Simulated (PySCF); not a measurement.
Compound: C₄H₆N₂.
Structure used (PBE0-D3(BJ)/def2-SVP), in Å, numbered top down from 1:
```
atom  x, y, z in Å
C1     2.1712   -0.2539   -0.0839
N2     0.8306   -0.2910    0.4265
C3    -0.1310   -0.2156   -0.3844
C4    -1.5573   -0.2704    0.1011
C5    -2.3470    0.8628   -0.3683
N6    -2.9564    1.7658   -0.7580
H7     2.7038   -1.1660    0.2291
H8     2.2359   -0.1619   -1.1859
H9     2.7086    0.5909    0.3754
H10    0.0109   -0.1181   -1.4806
H11   -2.0400   -1.1955   -0.2598
H12   -1.5524   -0.2983    1.2008
```

Computed with core-valence-separated Tamm–Dancoff BHandHLYP/aug-pcX-1 (pcseg-1 on H) in PySCF, non-relativistic, gas phase, PBE0-D3(BJ)/def2-SVP geometry. No empirical shift is added; at this level the pattern usually sits a few eV under experiment.

The lowest roots of each edge with f over 0.003 (five at most, numbered afresh; weaker and dark ones are left out), with transition dipoles (au) in the frame of the coordinates:

```json
{"root": "1", "edge": "C", "E (eV)": "283.21", "μx": "0.0003", "μy": "0.0971", "μz": "0.0081"}
{"root": "2", "edge": "C", "E (eV)": "284.05", "μx": "-0.0666", "μy": "-0.0210", "μz": "0.0640"}
{"root": "3", "edge": "C", "E (eV)": "284.14", "μx": "0.0441", "μy": "0.0573", "μz": "0.0643"}
{"root": "4", "edge": "C", "E (eV)": "286.26", "μx": "-0.0405", "μy": "-0.0001", "μz": "0.0181"}
{"root": "5", "edge": "C", "E (eV)": "286.79", "μx": "0.0355", "μy": "0.0262", "μz": "0.0052"}
{"root": "6", "edge": "N", "E (eV)": "396.14", "μx": "-0.0007", "μy": "-0.0799", "μz": "-0.0068"}
{"root": "7", "edge": "N", "E (eV)": "397.22", "μx": "0.0568", "μy": "0.0156", "μz": "-0.0551"}
{"root": "8", "edge": "N", "E (eV)": "397.45", "μx": "0.0375", "μy": "0.0480", "μz": "0.0526"}
{"root": "9", "edge": "N", "E (eV)": "401.20", "μx": "0.0039", "μy": "0.0026", "μz": "-0.0185"}
{"root": "10", "edge": "N", "E (eV)": "401.73", "μx": "-0.0231", "μy": "0.0006", "μz": "0.0060"}
```

What are the oscillator strengths?

f = (2/3) ΔE |μ|², with ΔE in hartree (27.2114 eV):

```tsv
root	ΔE (Eh)	|μ|² (au)	f	core hole on
1	10.4077	0.009494	0.066	C3
2	10.4387	0.008973	0.062	C5
3	10.4418	0.009363	0.065	C5
4	10.5197	0.001968	0.014	C1
5	10.5392	0.001974	0.014	C4
6	14.5578	0.006431	0.062	N2
7	14.5977	0.006506	0.063	N6
8	14.6059	0.006477	0.063	N6
9	14.7440	0.000364	0.004	N2
10	14.7631	0.000570	0.006	N2
```

Molecules are fixed in this frame and the field points along x. What effective strengths 3 f cos²θ do the roots have (θ between field and μ)?

root 1 (C3): 0.000, root 2 (C5): 0.093, root 3 (C5): 0.041, root 4 (C1): 0.035, root 5 (C4): 0.027, root 6 (N2): 0.000, root 7 (N6): 0.094, root 8 (N6): 0.041, root 9 (N2): 0.000, root 10 (N2): 0.016. Averaged over all orientations cos²θ is 1/3, which gives f back.

Cost: about 40 s of CPU time on one thread; the machine was shared, so the figure is rough.

One conformer stands for the species.
